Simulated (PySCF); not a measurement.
**A diatomic session: HF**

One table from this session's results is given with a row withheld; the runs are named, their logs left out.

Program: PySCF 2.14.0. Level of theory: H cc-pVTZ, F cc-pVTZ, no relativity. These are calculated values, not measurements.

Set-up of the first run:

Settings of the job:

```
atoms                         : H, F
charge                        : 0
basis                         : H cc-pVTZ, F cc-pVTZ
Hamiltonian                   : no relativity
basis functions               : 44
electrons treated             : 10
masses in u                   : 1.0078, 18.9984
levels                        : PBE0, PBE, r²SCAN, TPSSh, r²SCANh, revPBE, CAM-B3LYP, HF, MP2, SCS-MP2, CCSD, CCSD(T)
grid                          : 80 radial by 434 angular points
occupations                   : held fixed by the projection of orbital angular momentum
dissociation limit            : H + F, each in its ground configuration
starting distance in angstrom : 0.935
values of 2S to try           : 0, 2
```

Command:

```
$ OMP_NUM_THREADS=1 python dia.py task.json out
```

Steps of the session up to this table: The job; First curve: PBE0; PBE (GGA); r²SCAN (meta-GGA); TPSSh (hybrid meta-GGA); r²SCANh; revPBE; CAM-B3LYP (range-separated hybrid); RHF (mean field); Adding correlation.

One table of the session follows, with a row left open; its other results are not shown here.

It belongs to the step «The curves together». Energy (eV) from each level's lowest point:

| R (Å) | RHF | RHF-MP2 | RHF-SCS-MP2 | RHF-CCSD | RHF-CCSD(T) |
| --- | --- | --- | --- | --- | --- |
| 0.789 | 0.545 | 0.705 | 0.704 | n/a | n/a |
| 0.826 | 0.216 | 0.326 | 0.325 | 0.309 | 0.321 |
| 0.863 | 0.045 | 0.107 | 0.107 | 0.097 | 0.104 |
| 0.890 | 0.000 | 0.025 | 0.025 | 0.020 | 0.023 |
| 0.918 | 0.012 | 0.000 | 0.000 | 0.000 | 0.000 |
| 0.946 | 0.069 | 0.022 | 0.022 | 0.026 | 0.023 |
| 0.982 | 0.205 | 0.109 | 0.109 | 0.120 | 0.111 |
| 1.028 | ? | ? | ? | ? | ? |
| 1.083 | 0.803 | 0.579 | 0.576 | 0.603 | 0.580 |
| 1.157 | 1.355 | 1.041 | 1.033 | n/a | n/a |

**Question.** Estimate the row for R (Å) = 1.028.

Worked estimate for «RHF». A straight line through the neighbours (0.982, 0.205) and (1.083, 0.803) gives 0.205 + (0.803 − 0.205) × (1.028 − 0.982) / (1.083 − 0.982) = 0.477; a parabola fitted to 4 rows on both sides gives 0.454.

The run gave: RHF: 0.444; RHF-MP2: 0.290; RHF-SCS-MP2: 0.288; RHF-CCSD: 0.307; RHF-CCSD(T): 0.292. In «RHF» the line misses by +0.033 and the parabola by +0.010.
